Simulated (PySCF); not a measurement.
methanol (CH4O), SMILES CO.

Geometry: PBE-D3(BJ)/def2-TZVP.

These are PBE-D3(BJ)/def2-TZVP (PySCF) values and carry that method's errors.

No scaling factor is applied to the harmonic values.

| mode | ν (cm⁻¹) | IR (km/mol) | moving atoms (share of kinetic energy) |
|---|---|---|---|
| 1 | 302 | 115.7 | H 94 % |
| 2 | 1013 | 114.5 | H 38 %, O 35 %, C 27 % |
| 3 | 1056 | 1.7 | H 59 %, C 27 %, O 13 % |
| 4 | 1128 | 0.1 | H 77 %, C 18 % |
| 5 | 1333 | 21.4 | H 77 %, C 15 %, O 8 % |
| 6 | 1427 | 4.0 | H 88 %, C 11 % |
| 7 | 1440 | 2.0 | H 96 % |
| 8 | 1458 | 3.9 | H 97 % |
| 9 | 2916 | 65.0 | H 97 % |
| 10 | 2962 | 65.5 | H 90 %, C 10 % |
| 11 | 3046 | 26.3 | H 91 %, C 9 % |
| 12 | 3710 | 18.7 | H 94 % |
